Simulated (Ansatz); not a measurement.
Input file:

```yaml
crystal:
  periodic: [false, false, false]
  atoms:
    - {symbol: N, position_ang: [0.000000, 0.000000, -0.472466]}
    - {symbol: Li, position_ang: [0.000000, 0.000000, 2.310492]}
    - {symbol: H, position_ang: [0.000000, 0.000000, -1.838027]}
basis:
  gaussian: {orbitals: 6-31G}
magnetization: {spin_polarized: false, initial_magnetization: 3}
correlation: {method: sc_nevpt2, electrons: outside_noble_gas, active_space: {window: {electrons: 5, orbitals: 5}}}
```

```sh
$ ansatz run in.yaml --threads 1 --pin off --events-out ev --progress --plain --max-ram 2393MiB
```

Output:

```
290 factors; integrals over basis functions are off by at most 2.7e-4 eV
mean field evaluation 1: about -1695.5583 eV, gradient 7.3e0 eV
mean field evaluation 2: about -1695.5599 eV, gradient 7.3e0 eV
mean field evaluation 4: about -1696.0323 eV, gradient 1.1e0 eV
mean field evaluation 8: about -1696.0476 eV, gradient 4.5e-4 eV
mean field -1696.04763995 eV, -62.3286011457 hartree, gradient 3.1e-6 eV, S^2 3.750000; 0 other end points of the search recorded, 0 dependent functions left out
reference -1696.04763995 eV, -62.3286011457 hartree; 7, 4 occupied and 13, 16 virtual orbitals, 290 factors
state -1697.19446331 eV, -62.3707461270 hartree
state -1697.19446331 eV, -62.3707461270 hartree; corrected -1698.25351405 eV, -62.4096655239 hartree
Total energy: -1698.25351405 eV, -62.4096655239 hartree
```

Natural occupations: 1.9053 1.0000 1.0000 1.0000 0.0946.

For the same geometry and basis full CI lies 314.7 meV lower.

Ran on 1 thread of Arm Neoverse N1, shared host: 0.27 s wall, 0.06 GiB peak host memory.
